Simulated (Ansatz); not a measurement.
## CHCl3, singlet in 6-31G: errors against RCCSDT(Q)

Geometry: MP2(full)/6-31G*, from the G2/97 set.

```json
{"atom": "C", "x (Å)": "0.0000", "y (Å)": "0.0000", "z (Å)": "0.4675"}
{"atom": "H", "x (Å)": "0.0000", "y (Å)": "0.0000", "z (Å)": "1.5534"}
{"atom": "Cl", "x (Å)": "0.0000", "y (Å)": "1.6817", "z (Å)": "-0.0675"}
{"atom": "Cl", "x (Å)": "1.4564", "y (Å)": "-0.8409", "z (Å)": "-0.0675"}
{"atom": "Cl", "x (Å)": "-1.4564", "y (Å)": "-0.8409", "z (Å)": "-0.0675"}
```

Basis 6-31G; Ansatz 0.2.0. Correlated methods freeze the noble-gas cores, which leaves 26 electrons in 34 orbitals. Prefix R: restricted or restricted open-shell reference. Active spaces: frontier = (8e, 8o) about the gap.

Full CI isn't at hand for all of this; RCCSDT(Q) serves as the reference, and is uncertain by about the last step of the cluster series.

```
UHF ⟨S²⟩                          : 0.000
T1 diagnostic (RCCSD)             : 0.0089
largest doubles amplitude (RCCSD) : 0.049
```

```csv
level,E − E(RCCSDT(Q)) (meV),share of correlation (%),wall time
RHF,6901,0.00,–
RMP2,857,87.58,–
CISD,801,88.39,3.1 s
RCCSD,193,97.20,–
RCCSD(T),23,99.66,0.96 s
BCCD(T),21,99.70,1.1 s
RCCSDT,7,99.90,–
CASSCF (frontier space),4142,39.97,–
NEVPT2 (frontier space),643,90.68,6 s
NEVPT4(SD) (frontier space),129,98.13,6.5 s
MRCISD (frontier space),330,95.22,–
MRCISD+Q (frontier space),70,98.99,7 s
```

The correlation energy at RCCSDT(Q), counted from RHF, is -6.901 eV. That run took 15 s on 1 thread of AMD EPYC 7R13, shared host.

Times hold each run's SCF and search for its determinant on a shared host, so for small cases they say little of a method's own cost; they ran on 1 thread of AMD EPYC 7R13.

Atomization energy (electronic, same basis, no zero-point term; atoms at the same level, unrestricted beside the R rows where the molecule is a closed shell, with restricted open-shell steps beyond CCSDT(Q)) at RCCSDT(Q): 1029.3 kJ/mol. Errors of other levels:

```tsv
level	error (kJ/mol)
RHF	-323.9
RMP2	-1.2
CISD	-69.9
RCCSD	-14.8
RCCSD(T)	-1.5
BCCD(T)	-1.1
RCCSDT	-0.9
```

This basis is far from its limit, so the value isn't to be set against a measured one. Truncated CI isn't size-consistent, which counts against it in atomization.
